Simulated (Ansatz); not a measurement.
```yaml
crystal:
  periodic: [false, false, false]
  atoms:
    - {symbol: O, position_ang: [0.682104, -1.992465, 0.800239]}
    - {symbol: C, position_ang: [0.449153, -0.969900, 0.307488]}
    - {symbol: C, position_ang: [0.207602, 0.191335, -0.266669]}
    - {symbol: O, position_ang: [-1.088271, 0.646099, -0.411517]}
    - {symbol: H, position_ang: [1.036551, 0.725502, -0.716835]}
    - {symbol: H, position_ang: [-1.245139, 1.335429, 0.241195]}
basis:
  gaussian: {orbitals: ANO-RCC-VTZP, nuclear_model: gaussian}
magnetization: {spin_polarized: true, initial_magnetization: 1}
hamiltonian: {xc: {name: CAM-B3LYP}}
accuracy: high
scf: {lower_state_search: off}
```

```sh
$ ansatz run in.yaml --threads 2 --pin off --events-out ev --progress --plain --max-ram 4352MiB
```

Problem. How does Ansatz answer? (Best estimate.)

Solution. Computed: The input was rejected before any iteration.
```
Error: a molecule whose nuclei and cores have a total charge of 30 cannot have a net charge of 0 together with 1 unpaired electrons
```
